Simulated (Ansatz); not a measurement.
CsCl-type TlCl was calculated with PBE+SOC in Ansatz (PAW).

Run with plane-wave cutoff 520 eV, 10×10×10 k mesh, Fermi–Dirac smearing 0.01 eV, PAW data made under PBE.

Response to compression and expansion:

```json
[
 {"V (Å³/atom)": "27.679", "P (GPa)": "1.63", "direct gap at Γ (eV)": "7.884", "smallest gap on the k mesh (eV)": "1.525"},
 {"V (Å³/atom)": "28.268", "P (GPa)": "1.02", "direct gap at Γ (eV)": "7.719", "smallest gap on the k mesh (eV)": "1.614"},
 {"V (Å³/atom)": "28.857", "P (GPa)": "0.48", "direct gap at Γ (eV)": "7.560", "smallest gap on the k mesh (eV)": "1.696"},
 {"V (Å³/atom)": "29.446", "P (GPa)": "0.00", "direct gap at Γ (eV)": "7.407", "smallest gap on the k mesh (eV)": "1.772"},
 {"V (Å³/atom)": "30.035", "P (GPa)": "-0.42", "direct gap at Γ (eV)": "7.260", "smallest gap on the k mesh (eV)": "1.842"},
 {"V (Å³/atom)": "30.623", "P (GPa)": "-0.80", "direct gap at Γ (eV)": "7.117", "smallest gap on the k mesh (eV)": "1.906"},
 {"V (Å³/atom)": "31.212", "P (GPa)": "-1.13", "direct gap at Γ (eV)": "6.979", "smallest gap on the k mesh (eV)": "1.966"}
]
```

The fundamental gap (1.77 eV at the equilibrium volume, with added k points) lies elsewhere than Γ–Γ.

Ansatz is an electronic-structure program.
